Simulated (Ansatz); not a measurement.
Cohesive energy (eV/atom) along a series of related solids, from PBE (Ansatz, a quantum-chemistry and plane-wave program, plane waves, PAW); HSE06 in Ansatz (PAW); PBE0 in Ansatz (plane waves, PAW).

```tsv
solid	PBE	HSE06	PBE0	measured
bcc Li	1.61	1.55	1.54	1.67
bcc Na	1.08	1.04	1.03	1.12
bcc K	0.87	0.84	0.82	0.94
bcc Rb	0.77	0.75	0.72	0.86
bcc Cs	0.71	0.69	0.66	0.81
```

PBE0 less measured, from the printed values: bcc Li -0.13 eV/atom, bcc Na -0.09 eV/atom, bcc K -0.12 eV/atom, bcc Rb -0.14 eV/atom, bcc Cs -0.15 eV/atom.

Members of the series are missing where a level wasn't run or failed, where a doubt is noted on the run or the magnetic state, for phases of high temperature or layered ones, and where values are held back for tests.

Spin–orbit coupling is left out, also for the solids with elements from indium on (bcc Cs); its size isn't shown.

Free atoms are spin-polarised, in the lowest state found; at levels without +SOC their spin–orbit coupling is left out. Each level is taken at its own relaxed cell. Ansatz's density-functional and Hartree–Fock values are scalar-relativistic unless marked +SOC, with PAW data made under PBE.

Measured values are for low temperature or corrected to a static lattice. References as tabulated in Mejia-Rodriguez and Trickey (2018), arXiv:1807.09216; Csonka et al. (2009), arXiv:0903.4037.
